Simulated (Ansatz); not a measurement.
We consider bcc Cs, described by r²SCAN (Ansatz, a quantum-chemistry and plane-wave program, PAW).

A relaxed, unreconstructed slab of the (211) face has 6 atoms, two equal faces of 47.948 Å² each and an energy of -34115.0746 eV. A bulk cell of 6 atoms with the same orientation and in-plane k mesh has -34115.5466 eV. Energies are extrapolated to zero smearing.

Numerical settings: plane-wave cutoff 500 eV, 6×10×1 k mesh (along the axes of the cell as run), Fermi–Dirac smearing 0.1 eV, scalar-relativistic PAW data made under PBE.

Worked out: γ = (E_slab − N E_bulk per atom)/2A = [-34115.0746 − 6 × (-34115.5466/6)]/(2 × 47.948) = 0.0049 eV/Å². With 16.022 J/m² per eV/Å² this is 0.08 J/m², or 0.24 eV per surface cell and face.
